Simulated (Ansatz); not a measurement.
How the smallest direct gap on the k points sampled of zinc-blende GaN (metastable phase) moves with the method

No measured value is used here.

```
level (code)                   value (eV)  cell (Å³/atom)
-----------------------------  ----------  --------------
LDA+SOC (Ansatz)                     1.66           11.57
revPBE (Ansatz)                      1.46           11.96
PBE-D4 (Ansatz)                      1.74           11.40
r²SCAN+SOC (Ansatz)                  2.05           11.57
r²SCAN-D4 (Ansatz)                   2.24           11.26
B3LYP (VWN-RPA form) (Ansatz)        3.20           11.68
r²SCAN0 (Ansatz)                     4.11           11.17
r²SCANh (Ansatz)                     2.93           11.29
Hartree–Fock (Ansatz)               10.49           11.41
```

Computed values are for a static lattice. Levels without +SOC have no spin–orbit coupling; where heavier elements are present it shifts gaps, mostly down, and can invert bands.  Values are at the level's own equilibrium cell; LDA+SOC at a fixed cell, not relaxed at this level and not confirmed as the measured one; r²SCAN+SOC at a fixed cell, not relaxed at this level and not confirmed as the measured one. Cutoffs and k meshes differ between the levels. Ansatz's density-functional and Hartree–Fock values are scalar-relativistic unless marked +SOC, with PAW data made under PBE.

Ansatz is a first-principles code.
